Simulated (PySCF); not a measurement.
**NaSi: from the state search to spectroscopic constants**

An exercise on one series of results from a longer session: the logs are not shown, and one member is left open.

Computed with PySCF 2.14.0. Level: Na jorge-DZP-DKH, Si jorge-DZP-DKH, spin-free X2C with a Gaussian nucleus.

The first run:

The job is set up so:

| Property | Result |
| --- | --- |
| atoms | Na, Si |
| charge | 0 |
| basis | Na jorge-DZP-DKH, Si jorge-DZP-DKH |
| Hamiltonian | spin-free X2C with a Gaussian nucleus |
| basis functions | 48 |
| electrons treated | 25 |
| masses in u | 22.9898, 27.9769 |
| levels | PBE0, PBE, r²SCAN, r²SCAN0, PW91, B97-3, HSE06, HF, MP2, SCS-MP2, CCSD, CCSD(T) |
| grid | 80 radial by 434 angular points |
| occupations | held fixed by the projection of orbital angular momentum |
| dissociation limit | Na + Si, each in its ground configuration |
| starting distance in angstrom | 2.690 |
| values of 2S to try | 1, 3 |

The run is started by

```bash
$ OMP_NUM_THREADS=1 python dia.py task.json out
```

Among the steps run: Set-up; PBE0 along the bond; Excited determinants; PBE (GGA); r²SCAN (meta-GGA); r²SCAN0 (hybrid meta-GGA); PW91 (GGA); B97-3 (global hybrid GGA); HSE06 (range-separated hybrid); UHF (mean field); Adding correlation.

One of the session's tables, all rows but one given; the rest of the session is left out.

It belongs to the step «The curves together». Energy (eV) from each level's lowest point:

```
R (Å)    UHF  UHF-MP2  UHF-SCS-MP2  UHF-CCSD  UHF-CCSD(T)
2.335  0.393    0.363        0.369       n/a          n/a
2.443  0.187    0.166        0.170     0.167        0.166
2.552  0.067    0.055        0.057     0.055        0.055
2.634  0.019    0.013        0.015     0.014        0.014
2.715  0.000    0.000        0.000     0.000        0.000
2.796  0.003    0.008        0.007     0.008        0.008
2.905      ?        ?            ?         ?            ?
3.041  0.097    0.120        0.116     0.116        0.116
3.204  0.201    0.235        0.229     0.227        0.228
3.421  0.356    0.412        0.399       n/a          n/a
```

**Question.** Estimate the row for R (Å) = 2.905.

Worked estimate for «UHF». A straight line through the neighbours (2.796, 0.003) and (3.041, 0.097) gives 0.003 + (0.097 − 0.003) × (2.905 − 2.796) / (3.041 − 2.796) = 0.045; a parabola fitted to 4 rows on both sides gives 0.035.

**Answer.** UHF: 0.032; UHF-MP2: 0.045; UHF-SCS-MP2: 0.043; UHF-CCSD: 0.043; UHF-CCSD(T): 0.043. In «UHF» the line misses by +0.013 and the parabola by +0.003.
